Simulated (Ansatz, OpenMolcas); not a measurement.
OpenMolcas → Ansatz

This OpenMolcas 26.06 job computes [BCl2]+ (SMILES Cl[B+]Cl):

mol.inp:
```
* BCl2 MP2

&GATEWAY
  BasLib
  $CurrDir
  Coord
  3
  angstrom
  Cl      -1.267920       0.785680      -0.605300
  B        0.000010       0.000020       0.000000
  Cl       1.267910      -0.785700       0.605290
  Basis
  cc-pVTZ
  Group
  NoSym

&SEWARD

&SCF
  Charge
  1
  Thresholds
  1e-10 1e-07 1e-07 1e-05
  PrOrbitals
  1

&MBPT2
  Frozen
  11
```

```bash
$ export MOLCAS_MEM=1860
$ pymolcas mol.inp > mol.log
```

(Basis files named in the input come from the Basis Set Exchange and aren't shown.)

The coordinates come from a PBE0-D4/def2-TZVP relaxation.

It gives a total energy of -943.932197 Eh.

Task: Translate the job to Ansatz 0.2.0 as an input file of the program's own.

Result: This input was run:

input.yaml:
```yaml
crystal:
  periodic: [false, false, false]
  atoms:
    - {symbol: Cl, position_ang: [-1.267920, 0.785680, -0.605300]}
    - {symbol: B, position_ang: [0.000010, 0.000020, 0.000000]}
    - {symbol: Cl, position_ang: [1.267910, -0.785700, 0.605290]}
basis:
  gaussian:
    orbitals: cc-pVTZ
total_charge: 1
correlation:
  method: mp2
  frozen_orbitals: {B: 1, Cl: 5}
accuracy: high
```

```bash
$ ansatz run input.yaml --threads 1 --pin off --max-ram 3480MiB --events-out events.jsonl --progress --plain --runs-dir runs
```

Its energy is -943.932197 Eh, 0.000 mEh from the first.
